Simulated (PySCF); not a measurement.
C4H4S2.
Cartesian coordinates in Å at the PBE0-D3(BJ)/def2-SVP level; atoms count from 1:
```
atom  x, y, z in Å
S1     1.9237    1.3175    0.5787
C2     0.5071    0.4316   -0.0019
C3    -0.3880   -0.3169    0.8243
C4    -1.4372   -0.8333    0.1155
S5    -1.3620   -0.3963   -1.5448
C6     0.0991    0.4712   -1.3130
H7     2.5719    0.2543    1.1052
H8    -0.2499   -0.4511    1.8975
H9    -2.2641   -1.4384    0.4853
H10    0.5994    0.9614   -2.1467
```

Probes without a nucleus sit at each ring's centroid and 1 Å off its mean plane on both sides; NICS is minus the shielding there, NICSzz its component along the normal. Level: GIAO PBE0/pcSseg-1 (PySCF, non-relativistic, gas phase) on the PBE0-D3(BJ)/def2-SVP geometry, one conformer.

Ring bond lengths (Å), with Mayer bond orders in brackets: C2–C3 1.430 (1.20), C3–C4 1.367 (1.58), C4–S5 1.718 (1.18), S5–C6 1.715 (1.18), C6–C2 1.374 (1.54).

Give the NICS values of each ring in ppm.

```tsv
ring	type	NICS(0)	NICS(1), two faces	NICS(1)zz, two faces	rms pucker (Å)	centre to ring atoms, mean (Å)
C2–C3–C4–S5–C6	5-membered ring with S; formal bonds all aromatic	-12.8	-11.3 / -11.3	-26.3 / -26.2	0.00	1.29
```

What do they say, and how far can they be read as aromaticity?

- C2–C3–C4–S5–C6: mean NICS(1)zz -26.2 ppm, shielded. The ring is flat and has no four-coordinate atom; by the NICS criterion it is aromatic.

How equal are the bonds by HOMA? Use HOMA with the parameters of Krygowski (1993).

- C2–C3–C4–S5–C6: HOMA 0.82; the largest term is that of C2–C3, α(R − Ropt)² = 0.45. The geometric and the magnetic index point the same way.

Give the inner angles of the rings and the Hirshfeld charges of the ring atoms.

- C2–C3–C4–S5–C6: C2 112.4° (-0.046 e), C3 112.2° (-0.079 e), C4 111.8° (-0.082 e), S5 92.0° (+0.111 e), C6 111.6° (-0.092 e); sum 540.0° against 540° for a flat convex ring.

On one thread of an Intel Xeon at 2.30 GHz, shared host with 24 logical CPUs at a one-minute load of 22, this took 18 s (with the writing of density and orbital grids) and 0.84 GiB of memory at its peak. This is the whole shielding run at PBE0/pcSseg-1, SCF included.
